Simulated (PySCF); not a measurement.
Compound: C4H6O.
SMILES: `O[C@H]1C=CC1`

Method: MP2 and CCSD/aug-cc-pVDZ in PySCF, restricted Hartree–Fock reference, 5 core orbitals frozen, non-relativistic, gas phase, PBE0-D3(BJ)/def2-SVP geometry.

E(HF) = -229.78951 Eh.

(1) How large is the problem?

(2) What are the MP2 and CCSD correlation energies?

(3) What is the T1 diagnostic?

(4) How does correlation change the dipole moment?

## Answers

(1) 169 basis functions and 38 electrons; 5 orbitals frozen, which leaves o = 14 correlated occupied and v = 150 virtual orbitals. That is o·v = 2100 singles and o·v(o·v + 1)/2 = 2206050 distinct closed-shell doubles amplitudes before symmetry; the costliest CCSD step grows as o²v⁴ = 9.9 × 10^10.

(2) MP2 -0.7565 Eh and CCSD -0.7972 Eh, which gives totals of -230.54597 and -230.58673 Eh. That is 0.775 eV for each correlated electron at CCSD (2093 kJ/mol in all, 0.346 % of the total energy); MP2 gives 94.9 % of the CCSD value.

(3) 0.0115, below the customary warning level of 0.02. It is the norm of the spatial-orbital singles amplitudes over the root of the number of correlated electrons, so the norm is 0.061.

(4) HF gives 1.81 D and CCSD (unrelaxed density) 1.64 D, a change of -0.17 D.

No triples correction and no basis-set extrapolation were made.

The values belong to the conformer `[OH:1][C@H:2]1[CH:3]=[CH:4][CH2:5]1`: H–O1–C2–C3 -44°.
